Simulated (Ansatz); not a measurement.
**Other spins and charges of SnH⁻, triplet at one geometry**

Geometry (PBE0/def2-TZVPD stationary point for this spin):

```yaml
atoms:
  - { symbol: Sn, position_ang: [0.0000, 0.0000, 0.0000] }
  - { symbol: H, position_ang: [0.0000, 0.0000, 1.8112] }
```

Basis def2-SVPD with its core potentials; Ansatz 0.2.0. Correlated methods freeze the noble-gas cores and the filled d shells of p-block atoms. R marks a restricted (for open shells ROHF) determinant. Active spaces: valence = (6e, 5o) chosen from the atoms' valence shells. No spin–orbit coupling is included; scalar relativity enters through the core potentials alone.

Gaps are energies of the second state less the first, at fixed atoms, for a selection of the levels run; each method lands on the state that its own search finds for that charge and spin.

For open shells CISD is restricted-active-space CI with the open shells as a complete middle space. The highest occupied Kohn–Sham level of the anion is positive, up to +1.79 eV, so in those functionals the extra electron is held by the basis alone, which enters their differences from the reference.

Removing an electron, to the doublet: 0.963 eV at full CI (triplet A2, doublet ion B1, in C2v).

| level | gap (eV) | error (meV) |
| --- | --- | --- |
| RHF | 0.662 | -301 |
| RMP2 | 0.971 | 8 |
| CISD | 0.923 | -40 |
| RCCSD | 0.938 | -25 |
| RCCSD(T) | 0.957 | -6 |
| BCCD(T) | 0.958 | -5 |
| RCCSDT | 0.961 | -2 |
| RCCSDT(Q) | 0.962 | -1 |
| CASSCF (valence space) | 0.310 | -653 |
| NEVPT2 (valence space) | 0.808 | -155 |
| MRCISD (valence space) | 0.900 | -63 |
| MRCISD+Q (valence space) | 0.968 | 5 |
| PBE | 1.056 | 93 |
| r2SCAN | 1.238 | 275 |
| PBE0 | 1.122 | 159 |
| B3LYP | 1.027 | 64 |
| BHLYP | 0.944 | -19 |
| wB97M-V | 0.986 | 23 |
| B2PLYP | 0.944 | -19 |
| RPA-PBE | 1.008 | 45 |

In so small a basis the reference is far from its limit while semilocal and hybrid functionals are nearer theirs (RPA and double hybrids share part of the reference's basis error), so the functionals' errors here hold much of the reference's basis and frozen-core error, which can add to them or hide them.

Full CI is exact within this basis and frozen core; it isn't the basis-set limit.
